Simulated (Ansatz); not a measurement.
Ansatz (a first-principles code) input (PBE0/aug-cc-pVDZ):

Ansatz 0.2 input:
```yaml
crystal:
  periodic: [false, false, false]
  atoms:
    - {symbol: C, position_ang: [-0.00000000, 0.00000000, -0.00000000]}
    - {symbol: H, position_ang: [0.62054657, 0.62688914, 0.63896175]}
    - {symbol: H, position_ang: [-0.64285838, -0.62489528, 0.61852983]}
    - {symbol: H, position_ang: [0.63693263, -0.63278043, -0.61664082]}
    - {symbol: H, position_ang: [-0.61462083, 0.63078657, -0.64085076]}
basis:
  gaussian:
    orbitals: aug-cc-pVDZ
hamiltonian:
  xc: {name: PBE0}
magnetization: {spin_polarized: false}
```

Output:

```
Functional definition: PBE0
integrals: 0.01 GiB planned
502 factors; their error is unknown
mean field: 0.10 GiB planned
mean field evaluation 1: about -1095.9588 eV, gradient 4.6e1 eV
mean field evaluation 2: about -1095.3343 eV, gradient 4.6e1 eV
mean field evaluation 4: about -1100.9721 eV, gradient 3.8e-2 eV
mean field evaluation 8: about -1100.9728 eV, gradient 6.3e-4 eV
mean field -1100.97280094 eV, -40.4600041685 hartree, gradient 4.6e-5 eV, S^2 0.000000; 0 other end points of the search recorded, 0 dependent functions left out
reference -1100.97284101 eV, -40.4600056409 hartree; 5, 5 occupied and 54, 54 virtual orbitals, 502 factors
Total energy: -1100.97284101 eV, -40.4600056409 hartree
```
